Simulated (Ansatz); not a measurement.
A calculation with Ansatz (development build ahead of 0.2.0).

```yaml
crystal:
  periodic: [false, false, false]
  atoms:
    - { symbol: B, position_ang: [0.0, 0.0, 0.0] }
    - { symbol: Si, position_ang: [0.0, 3.7674, 0.0] }
    - { symbol: Si, position_ang: [0.0, -3.7674, 0.0] }
basis:
  gaussian: { orbitals: pcseg-2 }
magnetization:
  initial_magnetization: 1
hamiltonian:
  xc: pbe
```

The input is written out in the form of the current development build from the run's settings.

Output:

| Quantity | Value |
| --- | --- |
| Converged | yes |
| Total energy | -603.06911 hartree |
| Spin squared of the determinant | 0.750 |
| Stability test | minimum among restricted orbitals |

Caution: stretched shape with no unrestricted run beside it, a lower state can exist; charge can spread falsely over distant fragments.
